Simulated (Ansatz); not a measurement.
Mg₂O, relaxed as a singlet with RKS B3LYP-D4/def2-TZVP in Ansatz, starting from the GFN2-xTB geometry. Force threshold 0.02 eV/Å.

The restricted singlet is unstable towards broken spin symmetry at other levels; at B3LYP-D4/def2-TZVP this wasn't settled. At B3LYP-D4/def2-TZVP a triplet of charge 0 lies 0.26 eV below the restricted singlet, each at its own geometry. The structure comes from a short search, and lower isomers may exist.

Start:

```csv
atom,x (Å),y (Å),z (Å)
Mg1,0.377,1.588,-0.500
Mg2,-0.376,-1.588,0.500
O3,0.000,0.000,0.000
```

Estimate the energy that the relaxation releases and the steps that it takes.

5.2 kcal/mol, in 4 steps; 3.9 s on 2 threads of AMD EPYC 7R13 on a shared host. No frequencies were taken in this run, so the end may be a saddle point.

Does the start keep its bonding and symmetry?

By distances, no bond broke or formed. The bond that changes most is Mg2–O3, from 1.71 to 1.81 Å (atoms count from 1). Point group D∞h at the start, D∞h at the end, both within 0.05 Å.

Predict the relaxed structure.


Cartesian coordinates in Å:
```
Mg 0.398 1.679 -0.529
Mg -0.398 -1.679 0.529
O 0.000 0.000 0.000
```
Bond lengths (bridged metal pairs left out): 2 × Mg–O 1.81 Å.
